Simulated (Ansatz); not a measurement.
Structure relaxation of KP₃

Level of theory: DFT PBE, scalar-relativistic, plane waves, PAW in Ansatz 0.2.0. Cutoff 420 eV, Γ-centred k mesh, Gaussian smearing, no spin polarisation in the final step.

The start puts KP₃ on the sites of a reported GeP3 cell (R-3m, No. 166), with K in place of Ge, at a guessed volume.

```
CELL_PARAMETERS angstrom
3.84020 2.21714 3.60671
-3.84020 2.21714 3.60671
0.00000 -4.43428 3.60671
ATOMIC_POSITIONS crystal
K 0.26900 0.26900 0.26900
K 0.73100 0.73100 0.73100
P 0.79700 0.25200 0.79700
P 0.79700 0.79700 0.25200
P 0.25200 0.79700 0.79700
P 0.20300 0.74800 0.20300
P 0.74800 0.20300 0.20300
P 0.20300 0.20300 0.74800
```

Cell and atoms relax at zero pressure; the relaxation can't lower the symmetry of the start. After a coarse first stage the cell is made exact in the group found at 0.06 Å.

Formation energies are uncorrected and refer to the elements' standard structures at the same level.

(1) Which crystal results?

(2) What are its volume, energy, density and gap?

Results:

(1) It keeps R-3m (No. 166), but not the shape of the type it started on. Conventional cell: a = 8.076 Å, c = 14.539 Å. K has 6 P at 3.45–3.48 Å; P is coordinated by 2 P at 2.19 Å.

```
K P
1.0
     4.03801    2.33134    4.84632
    -4.03801    2.33134    4.84632
     0.00000   -4.66269    4.84632
K P
2 6
Direct
  0.25266 0.25266 0.25266
  0.74734 0.74734 0.74734
  0.83081 0.19851 0.83081
  0.83081 0.83081 0.19851
  0.19851 0.83081 0.83081
  0.16919 0.80149 0.16919
  0.80149 0.16919 0.16919
  0.16919 0.16919 0.80149
```

(2) The volume per atom is 34.22 Å³ and the density is 1.60 g/cm³. The energy over the elements is -0.090 eV/atom and the gap on the 6×6×6 mesh is 0.85 eV.

The final run used a 6×6×6 mesh on its 8-atom cell and 0.02 eV smearing. A structure relaxed within its symmetry needn't be a true minimum. The steps took about 4 core-minutes in all.